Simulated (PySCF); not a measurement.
**SO2(OH)2 at several levels of theory**

All levels use the PBE0 minimum (singlet; O–H 0.967 Å (×2), S–O 1.416 Å (×2), S–O 1.580 Å (×2); H–O–S 108.8° (×2), O–S–O 102.2°, O–S–O 105.7° (×2), O–S–O 108.6° (×2), O–S–O 123.9°), basis [S def2-TZVP, O def2-TZVP, H def2-TZVP], no relativity, density fitting, no spin–orbit coupling, PySCF. For vertical energies the ionised species is a doublet (spins chosen at PBE0 and kept). Atomisation goes to high-spin ground-configuration atoms, without zero-point energy. Open shells are unrestricted, also as the reference of the correlated levels. A dash marks a value that was not computed or is not defined at that level.

| level | atomisation (kJ/mol) | vertical IP (eV) | −ε(HOMO) (eV) | gap (eV) | dipole (D) |
| --- | --- | --- | --- | --- | --- |
| PBE0 | 2463 | 12.11 | 9.63 | 9.76 | 3.22 |
| HF | 1348 | 11.57 | 13.91 | 16.86 | 3.50 |
| MP2 | 2518 | 12.96 | – | – | – |
| PBE | 2608 | 11.55 | 7.91 | 7.11 | 3.11 |
| r2SCAN | 2521 | 11.81 | 8.30 | 8.23 | 3.20 |
| B3LYP | 2422 | 12.10 | 9.35 | 9.04 | 3.21 |
| TPSSh | 2403 | 11.80 | 8.68 | 8.48 | 3.16 |
| HSE06 | 2448 | 12.10 | 9.22 | 8.97 | 3.22 |
